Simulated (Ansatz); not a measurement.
The input, for Ansatz 0.2.0:

```yaml
crystal:
  periodic: [false, false, false]
  atoms:
    - {symbol: Si, position_ang: [0.000118, -0.000082, -0.057777]}
    - {symbol: H, position_ang: [1.869675, 0.019277, 0.540444]}
    - {symbol: H, position_ang: [-0.952518, 1.611644, 0.532401]}
    - {symbol: H, position_ang: [-0.920457, -1.628637, 0.537064]}
basis:
  gaussian: {orbitals: 6-31G}
magnetization: {spin_polarized: true, initial_magnetization: 1}
correlation: {method: ccsdtq, electrons: outside_noble_gas}
```

```sh
$ ansatz run in.yaml --threads 1 --pin off --events-out ev --progress --plain --max-ram 2393MiB
```

Log:

```
405 factors; integrals over basis functions are off by at most 5.0e-8 eV
mean field evaluation 1: about -7902.9877 eV, gradient 4.8e0 eV
mean field evaluation 2: about -7902.9876 eV, gradient 4.8e0 eV
mean field evaluation 4: about -7903.4296 eV, gradient 8.7e-1 eV
mean field evaluation 8: about -7903.4522 eV, gradient 7.9e-3 eV
mean field evaluation 16: about -7903.4499 eV, gradient 1.9e-1 eV
mean field evaluation 32: about -7903.4285 eV, gradient 7.1e-1 eV
mean field evaluation 64: about -7900.7899 eV, gradient 2.8e-2 eV
mean field -7903.45220404 eV, -290.4465113460 hartree, gradient 1.9e-6 eV, S^2 0.780263; 6 other end points of the search recorded, 0 dependent functions left out
determinant -7903.45220404 eV, -290.4465113460 hartree, with singles and doubles -7906.11477211 eV, -290.5443589178 hartree
determinant -7900.79502661 eV, -290.3488618768 hartree, with singles and doubles -7902.97241361 eV, -290.4288793731 hartree
determinant -7900.78993291 eV, -290.3486746865 hartree, with singles and doubles -7902.88806924 eV, -290.4257797746 hartree
5 core orbitals not correlated: weight in the atoms' cores, before any rotation towards them, 1.000 or more for the frozen orbitals, at most 0.000 for the correlated occupied ones
reference -7903.45220404 eV, -290.4465113460 hartree; 4, 3 occupied and 10, 11 virtual orbitals, 405 factors
second order -1.69509546 eV of doubles, -0.00000000 eV of singles
cycle   1  -2.21921351 eV  change   -5.2e-1 eV  update   8.8e-2
cycle   2  -2.70217928 eV  change   -4.8e-1 eV  update   5.0e-2
cycle   3  -2.73886941 eV  change   -3.7e-2 eV  update   1.7e-2
cycle   4  -2.76681868 eV  change   -2.8e-2 eV  update   7.6e-3
cycle   5  -2.76575874 eV  change    1.1e-3 eV  update   3.2e-3
cycle   6  -2.76487652 eV  change    8.8e-4 eV  update   1.6e-3
cycle   7  -2.76570263 eV  change   -8.3e-4 eV  update   7.8e-4
cycle   8  -2.76525061 eV  change    4.5e-4 eV  update   3.6e-4
cycle   9  -2.76525856 eV  change   -8.0e-6 eV  update   1.4e-4
cycle  10  -2.76536881 eV  change   -1.1e-4 eV  update   6.4e-5
cycle  11  -2.76540516 eV  change   -3.6e-5 eV  update   3.3e-5
cycle  12  -2.76538454 eV  change    2.1e-5 eV  update   1.6e-5
cycle  13  -2.76537704 eV  change    7.5e-6 eV  update   5.2e-6
cycle  14  -2.76537884 eV  change   -1.8e-6 eV  update   2.5e-6
cycle  15  -2.76538012 eV  change   -1.3e-6 eV  update   9.2e-7
cycle  16  -2.76538076 eV  change   -6.4e-7 eV  update   4.7e-7
Total energy: -7906.21758480 eV, -290.5481372147 hartree
```

For the same geometry and basis full CI lies 0.0 meV lower.

Ran on 1 thread of Arm Neoverse V2, shared host: 10 s wall, 0.16 GiB peak host memory.
